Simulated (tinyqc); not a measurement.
UKS/PBE in the sto-6g basis, for BH2, spin multiplicity 2, step by step (part 3 of 3). Computed by tinyqc, a small Python program that keeps every step (integrals from PySCF). Command: `OMP_NUM_THREADS=1 python tinyqc.py 23767 23768 out.jsonl` (the two numbers bound the seeds that draw the settings). One thread of a shared host (Intel(R) Xeon(R) Processor @ 2.60GHz), about 4 s of CPU time with the checks.

Geometry (angstrom):
```
atom         x          y         z
B     0.000000   0.000000  0.000000
H     0.000000   1.126000  0.589000
H     0.000000  -1.126000  0.589000
```

## Iteration 44 (converged): orbitals

converged F(alpha) (hartree):
```
            1B 1s      1B 2s     1B 2px     1B 2py     1B 2pz      2H 1s      3H 1s
1B 1s   -6.386684  -1.843890   0.000000   0.000000  -0.000547  -0.403455  -0.403455
1B 2s   -1.843890  -0.808701   0.000000   0.000000  -0.021279  -0.351737  -0.351737
1B 2px   0.000000   0.000000  -0.010993   0.000000   0.000000   0.000000   0.000000
1B 2py   0.000000   0.000000   0.000000  -0.094554   0.000000  -0.195996   0.195996
1B 2pz  -0.000547  -0.021279   0.000000   0.000000  -0.066107  -0.107419  -0.107419
2H 1s   -0.403455  -0.351737   0.000000  -0.195996  -0.107419  -0.221872  -0.083671
3H 1s   -0.403455  -0.351737   0.000000   0.195996  -0.107419  -0.083671  -0.221872
```

converged F(beta) (hartree):
```
            1B 1s      1B 2s    1B 2px     1B 2py     1B 2pz      2H 1s      3H 1s
1B 1s   -6.371319  -1.835488  0.000000   0.000000  -0.007354  -0.402169  -0.402169
1B 2s   -1.835488  -0.747652  0.000000   0.000000  -0.081104  -0.342013  -0.342013
1B 2px   0.000000   0.000000  0.034693   0.000000   0.000000   0.000000   0.000000
1B 2py   0.000000   0.000000  0.000000  -0.064538   0.000000  -0.192460   0.192460
1B 2pz  -0.007354  -0.081104  0.000000   0.000000   0.041041  -0.111299  -0.111299
2H 1s   -0.402169  -0.342013  0.000000  -0.192460  -0.111299  -0.217356  -0.082042
3H 1s   -0.402169  -0.342013  0.000000   0.192460  -0.111299  -0.082042  -0.217356
```

X:
```
            1B 1s      1B 2s    1B 2px     1B 2py     1B 2pz      2H 1s      3H 1s
1B 1s    1.030291  -0.159705  0.000000   0.000000  -0.010029   0.024110   0.024110
1B 2s   -0.159705   1.240049  0.000000   0.000000   0.101414  -0.300073  -0.300073
1B 2px   0.000000   0.000000  1.000000   0.000000   0.000000   0.000000   0.000000
1B 2py   0.000000   0.000000  0.000000   1.183907   0.000000  -0.286047   0.286047
1B 2pz  -0.010029   0.101414  0.000000   0.000000   1.048450  -0.143927  -0.143927
2H 1s    0.024110  -0.300073  0.000000  -0.286047  -0.143927   1.219411  -0.020244
3H 1s    0.024110  -0.300073  0.000000   0.286047  -0.143927  -0.020244   1.219411
```

Diagonalise F' = X^T F X, C = X C', fill 4 alpha and 3 beta electrons from the bottom; D(s) = C_occ C_occ^T. Each column has its largest component positive (the first on a tie).

F' = X^T F X (alpha) (hartree):
```
           1          2          3          4          5          6          7
1  -6.228280  -0.990072   0.000000   0.000000  -0.014499  -0.054088  -0.054088
2  -0.990072  -0.277889   0.000000   0.000000   0.076364  -0.228259  -0.228259
3   0.000000   0.000000  -0.010993   0.000000   0.000000   0.000000   0.000000
4   0.000000   0.000000   0.000000   0.110351   0.000000  -0.238697   0.238697
5  -0.014499   0.076364   0.000000   0.000000  -0.012005  -0.119212  -0.119212
6  -0.054088  -0.228259   0.000000  -0.238697  -0.119212   0.019220  -0.030928
7  -0.054088  -0.228259   0.000000   0.238697  -0.119212  -0.030928   0.019220
```

orbital energies (alpha) (hartree): MO1 -6.391236, MO2 -0.381882, MO3 -0.258659, MO4 -0.096549, MO5 -0.010993, MO6 0.339784, MO7 0.419157

coefficients C (alpha):
```
              MO1        MO2        MO3        MO4       MO5        MO6        MO7
1B 1s    0.991649  -0.227895   0.000000   0.126893  0.000000  -0.191995   0.000000
1B 2s    0.033478   0.642604   0.000000  -0.530906  0.000000   1.028435   0.000000
1B 2px   0.000000   0.000000   0.000000   0.000000  1.000000   0.000000   0.000000
1B 2py   0.000000   0.000000   0.500626   0.000000  0.000000   0.000000   1.146583
1B 2pz   0.003234   0.096503   0.000000   0.826359  0.000000   0.677400   0.000000
2H 1s   -0.007646   0.325758   0.453694   0.209511  0.000000  -0.824784  -0.802718
3H 1s   -0.007646   0.325758  -0.453694   0.209511  0.000000  -0.824784   0.802718
```

F' = X^T F X (beta) (hartree):
```
           1          2         3          4          5          6          7
1  -6.213229  -0.992283  0.000000   0.000000  -0.013294  -0.053961  -0.053961
2  -0.992283  -0.213320  0.000000   0.000000   0.017059  -0.226693  -0.226693
3   0.000000   0.000000  0.034693   0.000000   0.000000   0.000000   0.000000
4   0.000000   0.000000  0.000000   0.148107   0.000000  -0.244119   0.244119
5  -0.013294   0.017059  0.000000   0.000000   0.095848  -0.121786  -0.121786
6  -0.053961  -0.226693  0.000000  -0.244119  -0.121786   0.022705  -0.031777
7  -0.053961  -0.226693  0.000000   0.244119  -0.121786  -0.031777   0.022705
```

orbital energies (beta) (hartree): MO1 -6.375619, MO2 -0.360129, MO3 -0.247102, MO4 0.034693, MO5 0.041304, MO6 0.354671, MO7 0.449690

coefficients C (beta):
```
              MO1        MO2        MO3       MO4        MO5        MO6        MO7
1B 1s    0.991930  -0.211300   0.000000  0.000000   0.155972  -0.188066   0.000000
1B 2s    0.032484   0.573861   0.000000  0.000000  -0.636507   1.009004   0.000000
1B 2px   0.000000   0.000000   0.000000  1.000000   0.000000   0.000000   0.000000
1B 2py   0.000000   0.000000   0.474219  0.000000   0.000000   0.000000   1.157755
1B 2pz   0.004505   0.173085   0.000000  0.000000   0.783102   0.712625   0.000000
2H 1s   -0.007600   0.354353   0.471971  0.000000   0.209269  -0.812972  -0.792110
3H 1s   -0.007600   0.354353  -0.471971  0.000000   0.209269  -0.812972   0.792110
```

D(alpha) after iteration 44:
```
            1B 1s      1B 2s    1B 2px     1B 2py     1B 2pz      2H 1s      3H 1s
1B 1s    1.051407  -0.180617  0.000000   0.000000   0.086074  -0.055235  -0.055235
1B 2s   -0.180617   0.695922  0.000000   0.000000  -0.376598   0.097847   0.097847
1B 2px   0.000000   0.000000  0.000000   0.000000   0.000000   0.000000   0.000000
1B 2py   0.000000   0.000000  0.000000   0.250627   0.000000   0.227131  -0.227131
1B 2pz   0.086074  -0.376598  0.000000   0.000000   0.692192   0.204543   0.204543
2H 1s   -0.055235   0.097847  0.000000   0.227131   0.204543   0.355910  -0.055767
3H 1s   -0.055235   0.097847  0.000000  -0.227131   0.204543  -0.055767   0.355910
```

D(beta) after iteration 44:
```
            1B 1s      1B 2s    1B 2px     1B 2py     1B 2pz      2H 1s      3H 1s
1B 1s    1.028573  -0.089035  0.000000   0.000000  -0.032105  -0.082413  -0.082413
1B 2s   -0.089035   0.330371  0.000000   0.000000   0.099473   0.203103   0.203103
1B 2px   0.000000   0.000000  0.000000   0.000000   0.000000   0.000000   0.000000
1B 2py   0.000000   0.000000  0.000000   0.224884   0.000000   0.223817  -0.223817
1B 2pz  -0.032105   0.099473  0.000000   0.000000   0.029979   0.061299   0.061299
2H 1s   -0.082413   0.203103  0.000000   0.223817   0.061299   0.348380  -0.097132
3H 1s   -0.082413   0.203103  0.000000  -0.223817   0.061299  -0.097132   0.348380
```

## Convergence

Stop when the energy changes by less than 1e-10 hartree and every element of the error matrix X^T (F D S - S D F) X (for each spin) is below 3e-06.

Course of the cycle:
```
iteration   E (hartree)     change  largest element of the error matrix
1           -7.11759905          -                             6.36e-02
2          -24.67625232  -1.76e+01                             3.13e-01
3          -25.54487245  -8.69e-01                             1.74e-01
4          -25.66611683  -1.21e-01                             1.50e-01
5          -25.73237242  -6.63e-02                             9.84e-02
6          -25.76077597  -2.84e-02                             8.08e-02
7          -25.77810347  -1.73e-02                             5.69e-02
8          -25.78688364  -8.78e-03                             4.54e-02
9          -25.79222777  -5.34e-03                             3.31e-02
10         -25.79512537  -2.90e-03                             2.60e-02
11         -25.79686405  -1.74e-03                             1.93e-02
12         -25.79783727  -9.73e-04                             1.50e-02
13         -25.79841418  -5.77e-04                             1.12e-02
14         -25.79874239  -3.28e-04                             8.65e-03
...                 ...        ...                                  ...
31         -25.79919985  -3.16e-08                             8.43e-05
32         -25.79919986  -1.84e-08                             6.42e-05
33         -25.79919987  -1.07e-08                             4.89e-05
34         -25.79919988  -6.18e-09                             3.73e-05
35         -25.79919988  -3.59e-09                             2.84e-05
36         -25.79919989  -2.08e-09                             2.16e-05
37         -25.79919989  -1.21e-09                             1.65e-05
38         -25.79919989  -7.01e-10                             1.25e-05
39         -25.79919989  -4.07e-10                             9.56e-06
40         -25.79919989  -2.36e-10                             7.28e-06
41         -25.79919989  -1.37e-10                             5.55e-06
42         -25.79919989  -7.94e-11                             4.23e-06
43         -25.79919989  -4.61e-11                             3.22e-06
44         -25.79919989  -2.67e-11                             2.45e-06
```

PySCF UKS in the same basis, fine grid, after a stability check = -25.78127038 hartree

Converged in 44 iterations. The coarse grid moves the energy by -1.79e-02 hartree.

## Populations, bond orders and dipole

overlap S:
```
           1B 1s     1B 2s    1B 2px     1B 2py    1B 2pz     2H 1s      3H 1s
1B 1s   1.000000  0.264891  0.000000   0.000000  0.000000  0.057598   0.057598
1B 2s   0.264891  1.000000  0.000000   0.000000  0.000000  0.435409   0.435409
1B 2px  0.000000  0.000000  1.000000   0.000000  0.000000  0.000000   0.000000
1B 2py  0.000000  0.000000  0.000000   1.000000  0.000000  0.407702  -0.407702
1B 2pz  0.000000  0.000000  0.000000   0.000000  1.000000  0.213265   0.213265
2H 1s   0.057598  0.435409  0.000000   0.407702  0.213265  1.000000   0.079458
3H 1s   0.057598  0.435409  0.000000  -0.407702  0.213265  0.079458   1.000000
```

Mulliken: Z minus the diagonal of D S on the atom; Loewdin: the same with S^(1/2) D S^(1/2); Mayer order: 2 sum_s sum (D(s) S)_ij (D(s) S)_ji over the two atoms.

Charges (e):
```
atom   Mulliken    Loewdin  Mulliken spin
1B     0.111593   0.106364       1.003094
2H    -0.055797  -0.053182      -0.001547
3H    -0.055797  -0.053182      -0.001547
```

Mayer bond orders:
```
pair     order
2-1   0.985962
3-1   0.985962
3-2   0.010922
```

dipole moment about the origin, x y z (debye): 0.000000  0.000000  -0.138838

<S^2> of the determinant (pure state: 0.75) = 0.750642
